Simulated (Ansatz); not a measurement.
## Cohesive energy of some bcc solids

Method: PBE0 (Ansatz, a program for electronic structure, PAW). References are measured values corrected to a static lattice.

Values in eV/atom.

```tsv
solid	reference	PBE0	error (eV/atom)
bcc Na	1.12	1.03	-0.09
bcc Ba	1.91	1.73	-0.18
bcc Li	1.67	1.54	-0.13
bcc Rb	0.86	0.72	-0.14
bcc K	0.94	0.82	-0.12
bcc Cs	0.81	0.66	-0.15
```

Over these 6 solids the mean error is -0.13 eV/atom, the mean absolute error 0.13 eV/atom (median 0.13 eV/atom), and the worst case bcc Ba at -0.18 eV/atom; the value is too low in 6 of 6 cases.

All these references are brought to a static lattice.

Spin–orbit coupling is left out, also for the solids with elements from indium on (bcc Ba, bcc Cs); its size isn't shown.

Exact exchange on metals is sensitive to the k mesh.

Differences are worked out from the printed values.

Free atoms are spin-polarised, in the lowest state found; at levels without +SOC their spin–orbit coupling is left out. Each level is taken at its own relaxed cell. Ansatz's density-functional and Hartree–Fock values are scalar-relativistic unless marked +SOC, with PAW data made under PBE.

Not in this set, of the bcc solids with a reference value in our tables and a result at some level: 7 for a doubt noted on the run at PBE0. These can be a level's best or worst cases. Solids without a released value at any level aren't counted. Layered and molecular crystals are counted apart. The metals Ce to Yb are counted apart.

References as tabulated in Mejia-Rodriguez and Trickey (2018), arXiv:1807.09216; Csonka et al. (2009), arXiv:0903.4037.
